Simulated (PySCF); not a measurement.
## SMILES [Na][Na], Na₂

Molfile (atoms numbered from 1):
```
Na2
     RDKit          3D

  2  1  0  0  0  0  0  0  0  0999 V2000
    1.5623   -0.0040   -0.0028 Na  0  0  0  0  0  1  0  0  0  0  0  0
   -1.5615    0.0037   -0.0121 Na  0  0  0  0  0  1  0  0  0  0  0  0
  1  2  1  0
M  END
```

Method used: GIAO B3LYP/ANO-RCC-VDZP magnetisability, rotational g tensor and spin-rotation constants, non-relativistic, gas phase (PySCF 2.14.0). Geometry: PBE0-D3(BJ)/def2-SVP.

Q: Give the nuclear spin-rotation constants along the inertial axes (H = +C I·J) beside the isotropic shieldings.

A: Rotational constants –, 4.5054, 4.5054 GHz.
| atom | isotope | Caa (kHz) | Cbb (kHz) | Ccc (kHz) | mean (kHz) | σ (ppm) |
| --- | --- | --- | --- | --- | --- | --- |
| Na1 | 23Na | – | 0.169 | 0.169 | 0.169 | 615.7 |
| Na2 | 23Na | – | 0.169 | 0.169 | 0.169 | 615.7 |

For the geometry as given, no vibrational averaging.
